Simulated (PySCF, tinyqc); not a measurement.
RHF in the sto-3g basis, for HF, spin multiplicity 1, step by step. The lowest restricted solution is unstable here: a spin-polarised one lies 0.1263 hartree lower (PySCF). Computed by tinyqc, a small Python program that keeps every step (integrals from PySCF). Settings: charge = 0, multiplicity = 1, basis = sto-3g, energy threshold = 1e-08, iteration cap = 74, orthogonalisation = symmetric, start = highest core orbitals, DIIS depth = 6, DIIS from iteration = 2, damping = 0.7, method = RHF. Command: `OMP_NUM_THREADS=1 python tinyqc.py 25178 25179 out.jsonl` (the two numbers bound the seeds that draw the settings). One thread of a shared host (Intel(R) Xeon(R) Processor @ 2.60GHz), about 0.1 s of CPU time with the checks. Later iterations appear only in the table of the cycle.

## One-electron integrals

Geometry (angstrom):
```
atom,x,y,z
F,0.000000,0.000000,0.000000
H,0.000000,0.000000,1.727000
```

Basis sto-3g: exponents (1/bohr^2) and contraction coefficients of normalised primitives:
```
element,l (shell),exponent,coefficient
F,s (1),166.679130,0.154329
F,s (1),30.360812,0.535328
F,s (1),8.216821,0.444635
F,s (2),6.464803,-0.099967
F,s (2),1.502281,0.399513
F,s (2),0.488588,0.700115
F,p (3),6.464803,0.155916
F,p (3),1.502281,0.607684
F,p (3),0.488588,0.391957
H,s (1),3.425251,0.154329
H,s (1),0.623914,0.535328
H,s (1),0.168855,0.444635
```

Overlap, kinetic and nuclear-attraction integrals over the contracted functions; the nuclear repulsion is the sum of Za Zb / Rab.

nuclear repulsion = 2.75772721 hartree

overlap S:
```
,1F 1s,1F 2s,1F 2px,1F 2py,1F 2pz,2H 1s
1F 1s,1.000000,0.237990,0.000000,0.000000,0.000000,0.007759
1F 2s,0.237990,1.000000,0.000000,0.000000,0.000000,0.104228
1F 2px,0.000000,0.000000,1.000000,0.000000,0.000000,0.000000
1F 2py,0.000000,0.000000,0.000000,1.000000,0.000000,0.000000
1F 2pz,0.000000,0.000000,0.000000,0.000000,1.000000,0.101257
2H 1s,0.007759,0.104228,0.000000,0.000000,0.101257,1.000000
```

kinetic energy T (hartree):
```
,1F 1s,1F 2s,1F 2px,1F 2py,1F 2pz,2H 1s
1F 1s,36.984577,-0.212858,0.000000,0.000000,0.000000,-0.002079
1F 2s,-0.212858,1.037995,0.000000,0.000000,0.000000,-0.019415
1F 2px,0.000000,0.000000,3.248015,0.000000,0.000000,0.000000
1F 2py,0.000000,0.000000,0.000000,3.248015,0.000000,0.000000
1F 2pz,0.000000,0.000000,0.000000,0.000000,3.248015,-0.002870
2H 1s,-0.002079,-0.019415,0.000000,0.000000,-0.002870,0.760032
```

nuclear attraction V (hartree):
```
,1F 1s,1F 2s,1F 2px,1F 2py,1F 2pz,2H 1s
1F 1s,-77.315994,-9.249732,0.000000,0.000000,-0.004245,-0.309108
1F 2s,-9.249732,-11.847609,0.000000,0.000000,-0.053115,-0.806810
1F 2px,0.000000,0.000000,-11.748565,0.000000,0.000000,0.000000
1F 2py,0.000000,0.000000,0.000000,-11.748565,0.000000,0.000000
1F 2pz,-0.004245,-0.053115,0.000000,0.000000,-11.768521,-0.640902
2H 1s,-0.309108,-0.806810,0.000000,0.000000,-0.640902,-3.980314
```

core Hamiltonian H = T + V (hartree):
```
,1F 1s,1F 2s,1F 2px,1F 2py,1F 2pz,2H 1s
1F 1s,-40.331417,-9.462590,0.000000,0.000000,-0.004245,-0.311187
1F 2s,-9.462590,-10.809614,0.000000,0.000000,-0.053115,-0.826225
1F 2px,0.000000,0.000000,-8.500550,0.000000,0.000000,0.000000
1F 2py,0.000000,0.000000,0.000000,-8.500550,0.000000,0.000000
1F 2pz,-0.004245,-0.053115,0.000000,0.000000,-8.520507,-0.643772
2H 1s,-0.311187,-0.826225,0.000000,0.000000,-0.643772,-3.220282
```

## Two-electron integrals

Functions are numbered as in S; the eight-fold symmetry (ij|kl) = (ji|kl) = (kl|ij) leaves the list below.

Two-electron integrals (ij|kl) in chemists' order, unique and non-zero (hartree):
```
i,j,k,l,(ij|kl)
1,1,1,1,5.403501
2,1,1,1,0.841920
2,1,2,1,0.156299
2,2,1,1,1.268028
2,2,2,1,0.292344
2,2,2,2,0.926167
3,1,3,1,0.027998
3,2,3,1,0.043169
3,2,3,2,0.204588
3,3,1,1,1.264502
3,3,2,1,0.292403
3,3,2,2,0.925959
3,3,3,3,0.997514
4,1,4,1,0.027998
4,2,4,1,0.043169
4,2,4,2,0.204588
4,3,4,3,0.053770
4,4,1,1,1.264502
4,4,2,1,0.292403
4,4,2,2,0.925959
4,4,3,3,0.889973
4,4,4,4,0.997514
5,1,5,1,0.027998
5,2,5,1,0.043169
5,2,5,2,0.204588
5,3,5,3,0.053770
5,4,5,4,0.053770
5,5,1,1,1.264502
5,5,2,1,0.292403
5,5,2,2,0.925959
5,5,3,3,0.889973
5,5,4,4,0.889973
5,5,5,5,0.997514
6,1,1,1,0.027794
6,1,2,1,0.005119
6,1,2,2,0.009524
6,1,3,3,0.009514
6,1,4,4,0.009514
6,1,5,1,0.000193
6,1,5,2,0.000365
6,1,5,5,0.009546
6,1,6,1,0.000169
6,2,1,1,0.083827
6,2,2,1,0.019644
6,2,2,2,0.071314
6,2,3,3,0.070329
6,2,4,4,0.070329
6,2,5,1,0.001296
6,2,5,2,0.011037
6,2,5,5,0.073211
6,2,6,1,0.000652
6,2,6,2,0.007380
6,3,3,1,0.001892
6,3,3,2,0.011905
6,3,5,3,0.002255
6,3,6,3,0.001034
6,4,4,1,0.001892
6,4,4,2,0.011905
6,4,5,4,0.002255
6,4,6,4,0.001034
6,5,1,1,0.064343
6,5,2,1,0.015254
6,5,2,2,0.059438
6,5,3,3,0.057213
6,5,4,4,0.057213
6,5,5,1,0.002668
6,5,5,2,0.019719
6,5,5,5,0.063822
6,5,6,1,0.000521
6,5,6,2,0.007578
6,5,6,5,0.008738
6,6,1,1,0.305950
6,6,2,1,0.072802
6,6,2,2,0.305208
6,6,3,3,0.299090
6,6,4,4,0.299090
6,6,5,1,0.004183
6,6,5,2,0.051602
6,6,5,5,0.317375
6,6,6,1,0.002413
6,6,6,2,0.044502
6,6,6,5,0.054215
6,6,6,6,0.774606
```

## Orthogonalisation

S = U s U^T; symmetric (Loewdin) form X = U s^(-1/2) U^T, so that X^T S X = 1.

eigenvalues of S: 0.739677  0.905324  1.000000  1.000000  1.088370  1.266629

X:
```
,1F 1s,1F 2s,1F 2px,1F 2py,1F 2pz,2H 1s
1F 1s,1.022239,-0.123961,0.000000,0.000000,-0.000524,0.005781
1F 2s,-0.123961,1.026534,0.000000,0.000000,0.004133,-0.054051
1F 2px,0.000000,0.000000,1.000000,0.000000,0.000000,0.000000
1F 2py,0.000000,0.000000,0.000000,1.000000,0.000000,0.000000
1F 2pz,-0.000524,0.004133,0.000000,0.000000,1.003906,-0.051315
2H 1s,0.005781,-0.054051,0.000000,0.000000,-0.051315,1.008120
```

## Starting guess

The start is the highest orbitals of the core Hamiltonian (a deliberately bad start); D = 2 C_occ C_occ^T.

D at the start:
```
,1F 1s,1F 2s,1F 2px,1F 2py,1F 2pz,2H 1s
1F 1s,0.116365,-0.499246,0.000000,0.000000,-0.003912,0.036193
1F 2s,-0.499246,2.144109,0.000000,0.000000,0.022460,-0.221806
1F 2px,0.000000,0.000000,2.000000,0.000000,0.000000,0.000000
1F 2py,0.000000,0.000000,0.000000,2.000000,0.000000,0.000000
1F 2pz,-0.003912,0.022460,0.000000,0.000000,2.020955,-0.206947
2H 1s,0.036193,-0.221806,0.000000,0.000000,-0.206947,2.043787
```

## Iteration 1: building the Fock matrix

J_ij = sum D_kl (ij|kl), K_ij = sum D_kl (ik|jl); F = H + J - 0.5 K; E = tr D H + tr D J / 2 - 0.25 tr D K + E_nn.

Coulomb J (hartree):
```
,1F 1s,1F 2s,1F 2px,1F 2py,1F 2pz,2H 1s
1F 1s,10.683922,2.463405,0.000000,0.000000,0.008604,0.080346
1F 2s,2.463405,7.984846,0.000000,0.000000,0.101284,0.657394
1F 2px,0.000000,0.000000,7.971194,0.000000,0.000000,0.000000
1F 2py,0.000000,0.000000,0.000000,7.971194,0.000000,0.000000
1F 2pz,0.008604,0.101284,0.000000,0.000000,8.006806,0.582260
2H 1s,0.080346,0.657394,0.000000,0.000000,0.582260,3.998481
```

exchange K (hartree):
```
,1F 1s,1F 2s,1F 2px,1F 2py,1F 2pz,2H 1s
1F 1s,0.291831,0.271353,0.000000,0.000000,-0.000109,0.012770
1F 2s,0.271353,2.924201,0.000000,0.000000,0.005303,0.239962
1F 2px,0.000000,0.000000,2.606083,0.000000,0.000000,0.000000
1F 2py,0.000000,0.000000,0.000000,2.606083,0.000000,0.000000
1F 2pz,-0.000109,0.005303,0.000000,0.000000,2.612711,0.193260
2H 1s,0.012770,0.239962,0.000000,0.000000,0.193260,1.578445
```

Fock matrix F (hartree):
```
,1F 1s,1F 2s,1F 2px,1F 2py,1F 2pz,2H 1s
1F 1s,-29.793410,-7.134861,0.000000,0.000000,0.004413,-0.237226
1F 2s,-7.134861,-4.286869,0.000000,0.000000,0.045517,-0.288812
1F 2px,0.000000,0.000000,-1.832398,0.000000,0.000000,0.000000
1F 2py,0.000000,0.000000,0.000000,-1.832398,0.000000,0.000000
1F 2pz,0.004413,0.045517,0.000000,0.000000,-1.820056,-0.158141
2H 1s,-0.237226,-0.288812,0.000000,0.000000,-0.158141,-0.011023
```

total energy of this density = -43.24395840 hartree

This density is the starting one.

## Iteration 1: diagonalisation and new density

Diagonalise F' = X^T F X, C = X C', fill 5 alpha and 5 beta electrons from the bottom; D = 2 C_occ C_occ^T; the new density keeps 0.7 of the old one (damping). Each column has its largest component positive (the first on a tie).

F' = X^T F X (hartree):
```
,1,2,3,4,5,6
1,-29.393354,-3.266234,0.000000,0.000000,-0.002961,-0.013680
2,-3.266234,-3.130110,0.000000,0.000000,0.048524,-0.103435
3,0.000000,0.000000,-1.832398,0.000000,0.000000,0.000000
4,0.000000,0.000000,0.000000,-1.832398,0.000000,0.000000
5,-0.002961,0.048524,0.000000,0.000000,-1.817605,-0.069720
6,-0.013680,-0.103435,0.000000,0.000000,-0.069720,0.020265
```

orbital energies (hartree): MO1 -29.793488, MO2 -2.736006, MO3 -1.832398, MO4 -1.832398, MO5 -1.818072, MO6 0.026762

coefficients C:
```
,MO1,MO2,MO3,MO4,MO5,MO6
1F 1s,0.999586,-0.246680,0.000000,0.000000,-0.012245,0.014132
1F 2s,0.001731,1.029932,0.000000,0.000000,0.052202,-0.092669
1F 2px,0.000000,0.000000,0.974597,-0.223966,0.000000,0.000000
1F 2py,0.000000,0.000000,0.223966,0.974597,0.000000,0.000000
1F 2pz,-0.000166,-0.047905,0.000000,0.000000,1.000016,-0.090276
2H 1s,0.000056,-0.016086,0.000000,0.000000,-0.013004,1.010676
```

D after iteration 1:
```
,1F 1s,1F 2s,1F 2px,1F 2py,1F 2pz,2H 1s
1F 1s,0.717560,-0.501256,0.000000,0.000000,-0.003095,0.027845
1F 2s,-0.501256,2.138969,0.000000,0.000000,0.017441,-0.165612
1F 2px,0.000000,0.000000,2.000000,0.000000,0.000000,0.000000
1F 2py,0.000000,0.000000,0.000000,2.000000,0.000000,0.000000
1F 2pz,-0.003095,0.017441,0.000000,0.000000,2.016065,-0.152203
2H 1s,0.027845,-0.165612,0.000000,0.000000,-0.152203,1.430907
```

Within a degenerate level the vectors are fixed only up to a rotation; this is one choice.

## Iteration 2: building the Fock matrix

As before.

Coulomb J (hartree):
```
,1F 1s,1F 2s,1F 2px,1F 2py,1F 2pz,2H 1s
1F 1s,13.744885,2.925175,0.000000,0.000000,0.006087,0.095585
1F 2s,2.925175,8.564022,0.000000,0.000000,0.071068,0.681251
1F 2px,0.000000,0.000000,8.551822,0.000000,0.000000,0.000000
1F 2py,0.000000,0.000000,0.000000,8.551822,0.000000,0.000000
1F 2pz,0.006087,0.071068,0.000000,0.000000,8.576750,0.588643
2H 1s,0.095585,0.681251,0.000000,0.000000,0.588643,3.714649
```

exchange K (hartree):
```
,1F 1s,1F 2s,1F 2px,1F 2py,1F 2pz,2H 1s
1F 1s,3.536091,0.773522,0.000000,0.000000,-0.000050,0.029507
1F 2s,0.773522,3.015604,0.000000,0.000000,0.004167,0.235095
1F 2px,0.000000,0.000000,2.622347,0.000000,0.000000,0.000000
1F 2py,0.000000,0.000000,0.000000,2.622347,0.000000,0.000000
1F 2pz,-0.000050,0.004167,0.000000,0.000000,2.627245,0.180459
2H 1s,0.029507,0.235095,0.000000,0.000000,0.180459,1.114545
```

Fock matrix F (hartree):
```
,1F 1s,1F 2s,1F 2px,1F 2py,1F 2pz,2H 1s
1F 1s,-28.354577,-6.924175,0.000000,0.000000,0.001867,-0.230355
1F 2s,-6.924175,-3.753394,0.000000,0.000000,0.015869,-0.262520
1F 2px,0.000000,0.000000,-1.259901,0.000000,0.000000,0.000000
1F 2py,0.000000,0.000000,0.000000,-1.259901,0.000000,0.000000
1F 2pz,0.001867,0.015869,0.000000,0.000000,-1.257380,-0.145358
2H 1s,-0.230355,-0.262520,0.000000,0.000000,-0.145358,-0.062905
```

total energy of this density = -60.68798279 hartree

This density is a damped mixture and is not idempotent.

## Iteration 2: diagonalisation and new density

As before.

F' = X^T F X (hartree):
```
,1,2,3,4,5,6
1,-27.934969,-3.292138,0.000000,0.000000,-0.002423,-0.009961
2,-3.292138,-2.602682,0.000000,0.000000,0.020570,-0.100631
3,0.000000,0.000000,-1.259901,0.000000,0.000000,0.000000
4,0.000000,0.000000,0.000000,-1.259901,0.000000,0.000000
5,-0.002423,0.020570,0.000000,0.000000,-1.252223,-0.081387
6,-0.009961,-0.100631,0.000000,0.000000,-0.081387,-0.033777
```

orbital energies (hartree): MO1 -28.355836, MO2 -2.186654, MO3 -1.259901, MO4 -1.259901, MO5 -1.257422, MO6 -0.023740

coefficients C:
```
,MO1,MO2,MO3,MO4,MO5,MO6
1F 1s,0.998273,-0.252054,0.000000,0.000000,-0.004006,0.016660
1F 2s,0.007167,1.030235,0.000000,0.000000,0.016131,-0.101881
1F 2px,0.000000,0.000000,0.999999,-0.001381,0.000000,0.000000
1F 2py,0.000000,0.000000,0.001381,0.999999,0.000000,0.000000
1F 2pz,-0.000041,-0.016437,0.000000,0.000000,0.998092,-0.118409
2H 1s,-0.000313,-0.007948,0.000000,0.000000,0.016105,1.010728
```

D after iteration 2:
```
,1F 1s,1F 2s,1F 2px,1F 2py,1F 2pz,2H 1s
1F 1s,1.138350,-0.502430,0.000000,0.000000,-0.002104,0.020467
1F 2s,-0.502430,2.134296,0.000000,0.000000,0.011708,-0.120687
1F 2px,0.000000,0.000000,2.000000,0.000000,0.000000,0.000000
1F 2py,0.000000,0.000000,0.000000,2.000000,0.000000,0.000000
1F 2pz,-0.002104,0.011708,0.000000,0.000000,2.009120,-0.096819
2H 1s,0.020467,-0.120687,0.000000,0.000000,-0.096819,1.001829
```

Within a degenerate level the vectors are fixed only up to a rotation; this is one choice.

## Iteration 3: building the Fock matrix

As before.

Coulomb J (hartree):
```
,1F 1s,1F 2s,1F 2px,1F 2py,1F 2pz,2H 1s
1F 1s,15.884909,3.247824,0.000000,0.000000,0.004262,0.106232
1F 2s,3.247824,8.968042,0.000000,0.000000,0.049837,0.697911
1F 2px,0.000000,0.000000,8.956900,0.000000,0.000000,0.000000
1F 2py,0.000000,0.000000,0.000000,8.956900,0.000000,0.000000
1F 2pz,0.004262,0.049837,0.000000,0.000000,8.974225,0.593119
2H 1s,0.106232,0.697911,0.000000,0.000000,0.593119,3.516606
```

exchange K (hartree):
```
,1F 1s,1F 2s,1F 2px,1F 2py,1F 2pz,2H 1s
1F 1s,5.806924,1.124921,0.000000,0.000000,-0.000015,0.041223
1F 2s,1.124921,3.079112,0.000000,0.000000,0.002958,0.234040
1F 2px,0.000000,0.000000,2.633545,0.000000,0.000000,0.000000
1F 2py,0.000000,0.000000,0.000000,2.633545,0.000000,0.000000
1F 2pz,-0.000015,0.002958,0.000000,0.000000,2.636093,0.176946
2H 1s,0.041223,0.234040,0.000000,0.000000,0.176946,0.792035
```

Fock matrix F (hartree):
```
,1F 1s,1F 2s,1F 2px,1F 2py,1F 2pz,2H 1s
1F 1s,-27.349970,-6.777226,0.000000,0.000000,0.000025,-0.225566
1F 2s,-6.777226,-3.381128,0.000000,0.000000,-0.004757,-0.245334
1F 2px,0.000000,0.000000,-0.860423,0.000000,0.000000,0.000000
1F 2py,0.000000,0.000000,0.000000,-0.860423,0.000000,0.000000
1F 2pz,0.000025,-0.004757,0.000000,0.000000,-0.864329,-0.139125
2H 1s,-0.225566,-0.245334,0.000000,0.000000,-0.139125,-0.099694
```

total energy of this density = -72.36818483 hartree

This density is a damped mixture and is not idempotent.

## Iteration 3: DIIS over 2 matrices

error matrix X^T (FDS - SDF) X:
```
,1,2,3,4,5,6
1,0.000000,-0.383206,0.000000,0.000000,0.002873,-0.007840
2,0.383206,0.000000,0.000000,0.000000,0.001200,0.024013
3,0.000000,0.000000,0.000000,0.000000,0.000000,0.000000
4,0.000000,0.000000,0.000000,0.000000,0.000000,0.000000
5,-0.002873,-0.001200,0.000000,0.000000,0.000000,0.049013
6,0.007840,-0.024013,0.000000,0.000000,-0.049013,0.000000
```

B (overlaps of the stored error matrices):
```
,1,2
1,3.5168546e-01,3.2348038e-01
2,3.2348038e-01,2.9979395e-01
```

Minimise |sum c_i e_i|^2 with sum c_i = 1: solve [B -1; -1 0][c; lambda] = [0; -1] with B_ij = tr e_i^T e_j, and take F = sum c_i F_i.

DIIS coefficients: -5.241917  6.241917

extrapolated F (hartree):
```
,1F 1s,1F 2s,1F 2px,1F 2py,1F 2pz,2H 1s
1F 1s,-22.083902,-6.006933,0.000000,0.000000,-0.009633,-0.200462
1F 2s,-6.006933,-1.429740,0.000000,0.000000,-0.112877,-0.155241
1F 2px,0.000000,0.000000,1.233608,0.000000,0.000000,0.000000
1F 2py,0.000000,0.000000,0.000000,1.233608,0.000000,0.000000
1F 2pz,-0.009633,-0.112877,0.000000,0.000000,1.196012,-0.106454
2H 1s,-0.200462,-0.155241,0.000000,0.000000,-0.106454,-0.292534
```

## Iteration 3: diagonalisation and new density

As before.

F' = X^T F X (hartree):
```
,1,2,3,4,5,6
1,-21.578848,-3.405979,0.000000,0.000000,-0.000692,0.007172
2,-3.405979,-0.304395,0.000000,0.000000,-0.099439,-0.095877
3,0.000000,0.000000,1.233608,0.000000,0.000000,0.000000
4,0.000000,0.000000,0.000000,1.233608,0.000000,0.000000
5,-0.000692,-0.099439,0.000000,0.000000,1.214695,-0.149245
6,0.007172,-0.095877,0.000000,0.000000,-0.149245,-0.270340
```

orbital energies (hartree): MO1 -22.110847, MO2 -0.306076, MO3 0.240724, MO4 1.233608, MO5 1.233608, MO6 1.237310

coefficients C:
```
,MO1,MO2,MO3,MO4,MO5,MO6
1F 1s,0.990864,-0.049476,-0.274939,0.000000,0.000000,0.022853
1F 2s,0.035927,0.149210,1.020728,0.000000,0.000000,-0.081456
1F 2px,0.000000,0.000000,0.000000,0.021169,0.999776,0.000000
1F 2py,0.000000,0.000000,0.000000,0.999776,-0.021169,0.000000
1F 2pz,0.000794,0.059455,0.082092,0.000000,0.000000,1.000101
2H 1s,-0.002304,0.966595,-0.261001,0.000000,0.000000,-0.139501
```

D after iteration 3:
```
,1F 1s,1F 2s,1F 2px,1F 2py,1F 2pz,2H 1s
1F 1s,1.432755,-0.503154,0.000000,0.000000,-0.016308,0.027319
1F 2s,-0.503154,2.133272,0.000000,0.000000,0.063812,-0.157841
1F 2px,0.000000,0.000000,2.000000,0.000000,0.000000,0.000000
1F 2py,0.000000,0.000000,0.000000,2.000000,0.000000,0.000000
1F 2pz,-0.016308,0.063812,0.000000,0.000000,1.412548,-0.046149
2H 1s,0.027319,-0.157841,0.000000,0.000000,-0.046149,1.302740
```

Within a degenerate level the vectors are fixed only up to a rotation; this is one choice.

## Iteration 62 (converged): orbitals

converged F (hartree):
```
,1F 1s,1F 2s,1F 2px,1F 2py,1F 2pz,2H 1s
1F 1s,-25.922989,-6.626015,0.000000,0.000000,-0.007326,-0.221554
1F 2s,-6.626015,-3.007524,0.000000,0.000000,0.002596,-0.258405
1F 2px,0.000000,0.000000,-0.465835,0.000000,0.000000,0.000000
1F 2py,0.000000,0.000000,0.000000,-0.465835,0.000000,0.000000
1F 2pz,-0.007326,0.002596,0.000000,0.000000,-0.141697,-0.260673
2H 1s,-0.221554,-0.258405,0.000000,0.000000,-0.260673,-0.142927
```

Diagonalise F' = X^T F X, C = X C', fill 5 alpha and 5 beta electrons from the bottom; D = 2 C_occ C_occ^T. Each column has its largest component positive (the first on a tie).

F' = X^T F X (hartree):
```
,1,2,3,4,5,6
1,-25.458023,-3.378165,0.000000,0.000000,-0.012280,0.001330
2,-3.378165,-1.855827,0.000000,0.000000,0.021570,-0.132856
3,0.000000,0.000000,-0.465835,0.000000,0.000000,0.000000
4,0.000000,0.000000,0.000000,-0.465835,0.000000,0.000000
5,-0.012280,0.021570,0.000000,0.000000,-0.116228,-0.251199
6,0.001330,-0.132856,0.000000,0.000000,-0.251199,-0.098575
```

orbital energies (hartree): MO1 -25.932033, MO2 -1.395224, MO3 -0.465835, MO4 -0.465835, MO5 -0.353413, MO6 0.152017

coefficients C:
```
,MO1,MO2,MO3,MO4,MO5,MO6
1F 1s,0.995101,-0.262918,0.000000,0.000000,0.021631,0.023530
1F 2s,0.019847,1.022984,0.000000,0.000000,-0.107181,-0.117036
1F 2px,0.000000,0.000000,0.999241,-0.038949,0.000000,0.000000
1F 2py,0.000000,0.000000,0.038949,0.999241,0.000000,0.000000
1F 2pz,0.000384,0.000931,0.000000,0.000000,0.696082,-0.725221
2H 1s,-0.001131,0.048141,0.000000,0.000000,0.653370,0.769858
```

D after iteration 62:
```
,1F 1s,1F 2s,1F 2px,1F 2py,1F 2pz,2H 1s
1F 1s,2.119640,-0.503058,0.000000,0.000000,0.030390,0.000700
1F 2s,-0.503058,2.116757,0.000000,0.000000,-0.147294,-0.041607
1F 2px,0.000000,0.000000,2.000000,0.000000,0.000000,0.000000
1F 2py,0.000000,0.000000,0.000000,2.000000,0.000000,0.000000
1F 2pz,0.030390,-0.147294,0.000000,0.000000,0.969063,0.909688
2H 1s,0.000700,-0.041607,0.000000,0.000000,0.909688,0.858423
```

Within a degenerate level the vectors are fixed only up to a rotation; this is one choice.

## Convergence

Stop when the energy changes by less than 1e-08 hartree and every element of the error matrix X^T (F D S - S D F) X is below 3e-05.

Course of the cycle:
```
iteration,E (hartree),change,largest element of the error matrix
1,-43.24395840,-,3.34e-01
2,-60.68798279,-1.74e+01,4.19e-01
3,-72.36818483,-1.17e+01,3.83e-01
4,-79.94411448,-7.58e+00,3.04e-01
5,-85.27986465,-5.34e+00,2.29e-01
6,-89.04839196,-3.77e+00,1.91e-01
7,-91.81960702,-2.77e+00,2.82e-01
8,-93.66605647,-1.85e+00,3.30e-01
9,-95.07974603,-1.41e+00,1.07e-01
10,-96.04531717,-9.66e-01,1.22e-01
11,-96.72816910,-6.83e-01,1.13e-01
12,-97.20999274,-4.82e-01,8.51e-02
13,-97.54698356,-3.37e-01,6.61e-02
14,-97.78320754,-2.36e-01,4.82e-02
...,...,...,...
49,-98.33459519,-8.95e-07,1.99e-07
50,-98.33459582,-6.27e-07,1.39e-07
51,-98.33459626,-4.39e-07,9.76e-08
52,-98.33459656,-3.07e-07,6.83e-08
53,-98.33459678,-2.15e-07,4.78e-08
54,-98.33459693,-1.50e-07,3.35e-08
55,-98.33459704,-1.05e-07,2.34e-08
56,-98.33459711,-7.37e-08,1.64e-08
57,-98.33459716,-5.16e-08,1.15e-08
58,-98.33459720,-3.61e-08,8.03e-09
59,-98.33459722,-2.53e-08,5.62e-09
60,-98.33459724,-1.77e-08,3.94e-09
61,-98.33459725,-1.24e-08,2.76e-09
62,-98.33459726,-8.68e-09,1.93e-09
```

PySCF RHF in the same basis = -98.33459728 hartree

Converged in 62 iterations.

## Populations, bond orders and dipole

Mulliken: Z minus the diagonal of D S on the atom; Loewdin: the same with S^(1/2) D S^(1/2); Mayer order: 2 sum_s sum (D(s) S)_ij (D(s) S)_ji over the two atoms.

Charges (e):
```
atom,Mulliken,Loewdin
1F,-0.053796,-0.050891
2H,0.053796,0.050891
```

Mayer bond orders:
```
pair,order
2-1,0.997106
```

dipole moment about the origin, x y z (debye): 0.000000  0.000000  0.810728
